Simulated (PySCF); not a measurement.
# GaH3⁺, quartet: the ladder up to RCCSDT

Geometry: that of the GaH3⁺, doublet, kept fixed. The doublet lies 6.0 eV lower here.

| atom | x (Å) | y (Å) | z (Å) |
| --- | --- | --- | --- |
| Ga | 0.0000 | 0.0253 | 0.0000 |
| H | 0.0000 | -2.0473 | 0.0000 |
| H | 0.0000 | 0.1474 | -1.5272 |
| H | 0.0000 | 0.1474 | 1.5272 |

Basis aug-cc-pVDZ; PySCF 2.14.0. Only valence electrons are correlated (noble-gas cores and the filled d shells of p-block atoms frozen), which leaves 5 electrons in 49 orbitals. Prefix R: restricted or restricted open-shell reference. No spin–orbit coupling is included, and no scalar relativity.

Full CI isn't at hand for all of this; RCCSDT serves as the reference. It lacks quadruple excitations.

The UHF ⟨S²⟩ is 3.825, the ⟨S²⟩ of the determinant under UCCSD is 3.800 and the T1 diagnostic (ROHF- or RHF-based CCSD) is 0.0265. The largest doubles amplitude (ROHF- or RHF-based CCSD) is 0.134.

Q: From what is known of these methods and the diagnostics, rank them by the size of their error in total energy against RCCSDT in aug-cc-pVDZ, smallest first (an estimate: the text doesn't fix the numbers).
A. RHF
B. RCCSD
C. RCCSD(T)
D. RMP2

A: C (19 meV), B (73 meV), D (583 meV), A (2181 meV).

All errors are against RCCSDT in aug-cc-pVDZ. Within each family the higher level lies nearer, as is usual though not guaranteed.
